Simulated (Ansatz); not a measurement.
# Al2NH (quintet): from Hartree-Fock to the top rungs, cc-pVDZ

Aim: climb from Hartree-Fock through coupled cluster for Al2NH (quintet) at one geometry and basis, and see what each rung misses.

The runs use Ansatz 0.2.0, Gaussian basis; cc-pVDZ, core rule «outside noble gas», up to 11 orbitals frozen.

Plan: UHF; CCSD(T) on ROHF; CCSD(T) on UHF; BCCD(T) on ROHF; CISD; CCSDT(Q) on ROHF; CCSDT(Q) on UHF.

31 further runs of the same task are left out: 13 that didn't finish, 18 set aside as unsound or not needed.

## 1. The geometry

The geometry is a PBE0/def2-TZVP stationary point (not a proven minimum) of the parent state, kept for this charge and spin.

4 atoms, charge 0, spin multiplicity 5.

Atoms are counted from 1 here; the program's logs count them from 0.

Bond lengths: Al1–Al2 2.572 Å, Al2–N3 1.700 Å, N3–H4 1.014 Å. Angles: Al1–Al2–N3 162.7°, Al2–N3–H4 127.4°.

Coordinates:

```xyz
4
charge 0, multiplicity 5
Al   -0.00001   -0.11948    2.94694
Al   -0.00001    0.07784    0.38228
N    -0.00001   -0.30252   -1.27417
H     0.00003    0.34417   -2.05505
```

## 2. UHF

Contents of in.yaml:

```yaml
crystal:
  periodic: [false, false, false]
  atoms:
    - {symbol: Al, position_ang: [-0.000005, -0.119480, 2.946938]}
    - {symbol: Al, position_ang: [-0.000014, 0.077838, 0.382282]}
    - {symbol: N, position_ang: [-0.000007, -0.302525, -1.274166]}
    - {symbol: H, position_ang: [0.000027, 0.344168, -2.055055]}
basis:
  gaussian: {orbitals: cc-pVDZ}
magnetization: {spin_polarized: true, initial_magnetization: 4}
hamiltonian: {xc: hf}
output: {orbitals: {seedname: orbitals}}
```

Started as:

```sh
ansatz run in.yaml --threads 1 --pin off --events-out ev --progress --plain --max-ram 2393MiB
```

Further steps of the session: CCSD(T) on ROHF; CCSD(T) on UHF; BCCD(T) on ROHF; CISD; CCSDT(Q) on ROHF; CCSDT(Q) on UHF.

**Question.** What will the summary of the whole plan be? Wanted: UCCSDT(Q) below the RHF energy; RMP2 from UCCSDT(Q); UMP2 from UCCSDT(Q); RCCSD from UCCSDT(Q); RCCSD(T) from UCCSDT(Q); UCCSD(T) from UCCSDT(Q); RCCSDT(Q) from UCCSDT(Q); T1 diagnostic.

**Answer**, as computed:

```
                         quantity                      value
   UCCSDT(Q) below the RHF energy                 -7.0973 eV
              RMP2 from UCCSDT(Q)            +29.16 kcal/mol
              UMP2 from UCCSDT(Q)            +29.18 kcal/mol
             RCCSD from UCCSDT(Q)             +7.60 kcal/mol
          RCCSD(T) from UCCSDT(Q)             +1.90 kcal/mol
          UCCSD(T) from UCCSDT(Q)             +1.89 kcal/mol
         RCCSDT(Q) from UCCSDT(Q)             +0.04 kcal/mol
levels within 1 kcal/mol (43 meV)  RCCSDT, UCCSDT, RCCSDT(Q)
                    T1 diagnostic                      0.045
```

What this shows: RCCSD(T) misses by +1.90 kcal/mol, 1.2 % of the correlation energy. These misses are within one basis, not against nature; the frozen cores of restricted and unrestricted runs differ, which can shift their rows.
